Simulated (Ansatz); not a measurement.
# BSiH2 (doublet): wave-function methods side by side, 6-31G

An exercise on one series of results from a longer session: the logs are not shown, and one member is left open.

Method: 6-31G, core rule «outside noble gas», up to 6 orbitals frozen; program: Ansatz 0.2.0, Gaussian basis.

Plan: UHF; CCSD(T) on ROHF; CCSD(T) on UHF; BCCD(T) on ROHF; CISD; CCSDT(Q) on ROHF; CCSDT(Q) on UHF; CISDTQ; CCSDTQ on ROHF; CCSDTQ on UHF; CASSCF and MRCISD+Q, 9 electrons in 10 orbitals; CASSCF and MRCISD+Q(relaxed), 9 electrons in 10 orbitals; CASSCF and NEVPT2, 9 electrons in 10 orbitals; Full CI; Full CI in the symmetry of the determinant.

3 further runs of the same task are left out: 3 set aside as unsound or not needed.

### What is computed

The geometry is a PBE0/def2-TZVP stationary point (not a proven minimum) of the parent state, kept for this charge and spin.

4 atoms, charge 0, spin multiplicity 2.

Atoms are counted from 1 here; the program's logs count them from 0.

Bond lengths: Si1–B2 1.915 Å, Si1–H3 1.512 Å, B2–H4 1.193 Å. Angles: B2–Si1–H3 126.7°, Si1–B2–H4 134.2°.

Set-up of the first run:

Input file in.yaml:

```yaml
crystal:
  periodic: [false, false, false]
  atoms:
    - {symbol: Si, position_ang: [0.000000, -0.047060, 0.551810]}
    - {symbol: B, position_ang: [0.000000, -0.060513, -1.363344]}
    - {symbol: H, position_ang: [0.000000, 1.171072, 1.447364]}
    - {symbol: H, position_ang: [0.000000, 0.789266, -2.200146]}
basis:
  gaussian: {orbitals: 6-31G}
magnetization: {spin_polarized: true, initial_magnetization: 1}
hamiltonian: {xc: hf}
output: {orbitals: {seedname: orbitals}}
```

Command:

```
> ansatz run in.yaml --threads 1 --pin off --events-out ev --progress --plain --max-ram 4096MiB --backend cpu
```

Steps of the session up to this table: UHF; CCSD(T) on ROHF; CCSD(T) on UHF; BCCD(T) on ROHF; CISD; CCSDT(Q) on ROHF; CCSDT(Q) on UHF; CISDTQ; CCSDTQ on ROHF; CCSDTQ on UHF; CASSCF and MRCISD+Q, 9 electrons in 10 orbitals; CASSCF and MRCISD+Q(relaxed), 9 electrons in 10 orbitals; CASSCF and NEVPT2, 9 electrons in 10 orbitals; Full CI; Full CI in the symmetry of the determinant.

One table of the session follows, with a row left open; its other results are not shown here.

It belongs to the step «Misses and costs». 

```
                   method  from FCI (meV)
                      UHF         +2717.4
                     UMP2          +891.1
                    UCCSD          +134.8
                 UCCSD(T)           +59.9
                   UCCSDT            +1.4
                UCCSDT(Q)               ?
                  UCCSDTQ            +1.9
           CASSCF valence          +898.0
           NEVPT2 valence          +254.0
           MRCISD valence           +30.7
         MRCISD+Q valence           +10.6
MRCISD+Q(relaxed) valence            -0.9
                      FCI               0
```

Q: Estimate the row for UCCSDT(Q) from the others.

**Answer.** from FCI (meV): -7.3. In the column «from FCI (meV)» it is the lowest.

Left out of the table: ROHF, RMP2, CISD, RCCSD, RCCSD(T), BCCD(T), RCCSDT, CISDTQ, RCCSDT(Q), RCCSDTQ (another determinant or state than the rows shown).

To keep in mind: The determinant is far from a pure spin state, so its energy mixes those of several spin states (harmless only where they are near-degenerate, as at dissociation). The report flags that the cluster equations may have other roots. The program flags UCCSDT(Q), UCCSDTQ as in doubt, so those rows may rest on another solution; read them beside their warnings. UCCSDT(Q) falls below full CI: unrestricted runs freeze a spin-polarised core, another one than full CI's, and coupled cluster isn't variational. Levels on UHF freeze UHF's core orbitals, full CI those of ROHF, so the U rows can settle a little off it for that reason alone.
